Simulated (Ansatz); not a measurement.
# SiH₄O (built from SMILES O[SiH3]): one structure at several levels

The atoms stand at a displaced guess of a reacting structure. How far do the functionals agree with CCSD(T) there?

Computed with Ansatz 0.2.0, Gaussian basis. Level: single points in def2-TZVPP.

Cores are frozen in the correlated methods.

### Step 1. Where the work starts

6 atoms, charge 0, spin multiplicity 1.

Atoms are counted from 1 here; the program's logs count them from 0.

Bond lengths: Si1–H4 1.429 Å, Si1–H5 1.500 Å, O2–H6 0.881 Å. Angles: H4–Si1–H5 99.9°.

Coordinates:

```xyz
6
charge 0, multiplicity 1
Si   -0.9445    0.1235    0.0336
O     1.1075   -0.2889   -0.3595
H     0.1253   -1.2705   -0.4588
H    -0.9371    0.4585    1.4229
H    -0.8821    1.4984   -0.5638
H     1.7274   -0.4949    0.2315
```

### Step 2. CCSD(T)/def2-TZVPP

Contents of run/in.yaml:

```yaml
crystal:
  periodic: [false, false, false]
  atoms:
    - {symbol: Si, position_ang: [-0.944500, 0.123500, 0.033600]}
    - {symbol: O, position_ang: [1.107500, -0.288900, -0.359500]}
    - {symbol: H, position_ang: [0.125300, -1.270500, -0.458800]}
    - {symbol: H, position_ang: [-0.937100, 0.458500, 1.422900]}
    - {symbol: H, position_ang: [-0.882100, 1.498400, -0.563800]}
    - {symbol: H, position_ang: [1.727400, -0.494900, 0.231500]}
basis:
  gaussian: {orbitals: def2-TZVPP}
correlation: {method: ccsd_t}
output: {forces: true}
```

No record of the launch command was kept for these runs.

### Step 3. PBE0-D4/def2-TZVPP

run/in.yaml, as its differences from that of step 2:

```diff
@@ -11,3 +11,3 @@
   gaussian: {orbitals: def2-TZVPP}
-correlation: {method: ccsd_t}
-output: {forces: true}
+hamiltonian: {xc: pbe0, dispersion: d4}
+output: {forces: true, orbitals: {seedname: orbitals}}
```

### Step 4. wB97M-V/def2-TZVPP

run/in.yaml, as its differences from that of step 3:

```diff
@@ -11,3 +11,3 @@
   gaussian: {orbitals: def2-TZVPP}
-hamiltonian: {xc: pbe0, dispersion: d4}
-output: {forces: true, orbitals: {seedname: orbitals}}
+hamiltonian: {xc: {name: wB97M-V}}
+output: {forces: true}
```

### Step 5. r2SCAN-D4/def2-TZVPP

run/in.yaml, as its differences from that of step 4:

```diff
@@ -11,3 +11,3 @@
   gaussian: {orbitals: def2-TZVPP}
-hamiltonian: {xc: {name: wB97M-V}}
+hamiltonian: {xc: r2scan, dispersion: d4}
 output: {forces: true}
```

### Step 6. PBE-D4/def2-TZVPP

run/in.yaml, as its differences from that of step 5:

```diff
@@ -11,3 +11,3 @@
   gaussian: {orbitals: def2-TZVPP}
-hamiltonian: {xc: r2scan, dispersion: d4}
+hamiltonian: {xc: pbe, dispersion: d4}
 output: {forces: true}
```

### Step 7. SPW92/def2-TZVPP

run/in.yaml, as its differences from that of step 6:

```diff
@@ -11,3 +11,3 @@
   gaussian: {orbitals: def2-TZVPP}
-hamiltonian: {xc: pbe, dispersion: d4}
+hamiltonian: {xc: lda}
 output: {forces: true}
```

### Step 8. wB97X-V/def2-TZVPP

run/in.yaml, as its differences from that of step 7:

```diff
@@ -11,3 +11,3 @@
   gaussian: {orbitals: def2-TZVPP}
-hamiltonian: {xc: lda}
+hamiltonian: {xc: {name: wB97X-V}}
 output: {forces: true}
```

(Steps that only read results are left out.)

Q: Predict the outcome of this session. Wanted: energy less free atoms, CCSD(T)/def2-TZVPP; RMS force component; RMS force error; HOMO and LUMO, PBE0-D4; T1 diagnostic.

As calculated:

```
                                  quantity                                                                                         value
energy less free atoms, CCSD(T)/def2-TZVPP                                                                                -1468.2 kJ/mol
                       RMS force component                                                          2.347 to 2.561 eV/Å over the methods
                           RMS force error  PBE0-D4 0.074, wB97M-V 0.120, r2SCAN-D4 0.101, PBE-D4 0.233, SPW92 0.259, wB97X-V 0.112 eV/Å
                    HOMO and LUMO, PBE0-D4                                                                            -6.54 and -2.08 eV
                             T1 diagnostic                                                                                         0.018
```

Against CCSD(T) the functionals' energies less atoms differ by -315.1 to -16.5 kJ/mol, PBE-D4 by -77.4 kJ/mol. CCSD(T) in triple zeta still lacks some correlation energy of the bonds, so part of these gaps is its own basis error and they don't rank the functionals. The forces of PBE0-D4 come nearest to CCSD(T), those of SPW92 are farthest. Frozen-core CCSD(T) forces in triple zeta carry basis errors of their own, and this is one geometry, so small gaps rank nothing. The restricted Hartree–Fock reference is unstable towards an unrestricted one at one or more of these structures.
